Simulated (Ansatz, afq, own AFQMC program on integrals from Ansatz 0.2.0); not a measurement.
AFQMC, coupled cluster and functionals along a coordinate of C2H4, singlet

```xyz
6

C     0.0000    0.0000    0.6615
C     0.0000    0.0000   -0.6615
H     0.0000    0.9232    1.2310
H     0.0000   -0.9232    1.2310
H     0.0000    0.9232   -1.2310
H     0.0000   -0.9232   -1.2310
```

The C1–C2 distance is changed with both sides rigid. Energies in kJ/mol count from this geometry (1.323 Å) at the same level; the start stands on RHF, each point on the determinant named.

Basis 6-31G. Noble-gas cores (and the filled d shells of Ga–Kr and In–Xe) are frozen. Ansatz 0.2.0 and our own AFQMC program on the same integrals; the CISD trial comes from CCSD amplitudes, and released means the phaseless constraint is let go. Error bars are statistical, one sigma.

Cautions, each for one point or more: CCSDT(Q) on the RHF determinant differs, by its state or its frozen core; CCSDT(Q) on the RHF determinant differs, perhaps since the unrestricted series falls towards higher spin; cluster runs in doubt by the program's own checks; higher spins were not checked; restricted determinant unstable towards unrestricted; strong correlation; unrestricted determinant spin contaminated; walk and cluster series may follow different spin states.

```json
{"r(C1–C2) / Å": "1.445", "det.": "RHF", "T1": "0.011", "weight": "0.88", "⟨S²⟩": "pure", "PBE0": "31.4", "r2SCAN": "28.0", "CCSD(T)": "14.0"}
{"r(C1–C2) / Å": "1.782", "det.": "RHF", "T1": "0.017", "weight": "0.82", "⟨S²⟩": "pure", "PBE0": "289.2§", "r2SCAN": "272.0§", "CCSD(T)": "230.2"}
{"r(C1–C2) / Å": "2.439", "det.": "UHF‡¶", "T1": "0.048", "weight": "0.81", "⟨S²⟩": "1.76", "PBE0": "654.2§", "r2SCAN": "621.7§", "CCSD(T)": "595.9"}
{"r(C1–C2) / Å": "3.554", "det.": "UHF‡¶", "T1": "0.007", "weight": "0.93", "⟨S²⟩": "2.02", "PBE0": "759.4§", "r2SCAN": "724.6§", "CCSD(T)": "689.9"}
```

(1) Estimate the curve of phaseless AFQMC with a CISD trial, counted from the same start.

Answers

(1) 
| r(C1–C2) / Å | det. | T1 | weight | ⟨S²⟩ | ph-AFQMC/CISD | released AFQMC | CCSDT(Q) |
| --- | --- | --- | --- | --- | --- | --- | --- |
| 1.445 | RHF | 0.011 | 0.88 | pure | 15.8 ± 1.3 | 13.8 ± 1.3* | 13.7 |
| 1.782 | RHF | 0.017 | 0.82 | pure | 232.7 ± 4.0 | – | 229.2 |
| 2.439 | UHF‡¶ | 0.048 | 0.81 | 1.76 | 576.9 ± 1.7 | 579.0 ± 3.2* | 585.1 |
| 3.554 | UHF‡¶ | 0.007 | 0.93 | 2.02 | 688.5 ± 0.9 | 689.0 ± 1.2* | 689.4 |

Weight is that of the determinant in the CISD state; at the start T1 is 0.009 and the weight 0.90. ¶ marks points with a poor determinant and no full CI, where no value is sure; they don't count among the departures. An asterisk marks released energies that aren't shown to be converged. A double dagger marks points where the walks on two determinants ended up to 228.4 kJ/mol apart; the lower is shown. Symmetry can't show for every point that it stays on the start's state. A dash marks a missing value, a released energy that hasn't settled or a functional that sits on another state. § marks a functional whose ⟨S²⟩ is too high by over 0.1. Largest departures from phaseless AFQMC with a CISD trial: CCSD(T) -2.5 kJ/mol at 1.782 (on RHF) (within the noise), CCSDT(Q) -3.6 kJ/mol at 1.782 (on RHF) (within the noise). The walk's constraint bias lies outside its error bars, so these are departures and not errors. The functionals aren't scored here. In this small basis the wave-function levels are far from their limit, so their gap to the functionals isn't the functionals' error.

CCSDT and higher add their correlation energy to the determinant of the CCSD(T) run, since their own runs factorise the integrals more tightly (a shift of under 2 meV). A walk keeps the symmetry of its determinant, which the program's search chose and which needn't be the lowest solution, so a lower state of the same spin and another symmetry isn't excluded.
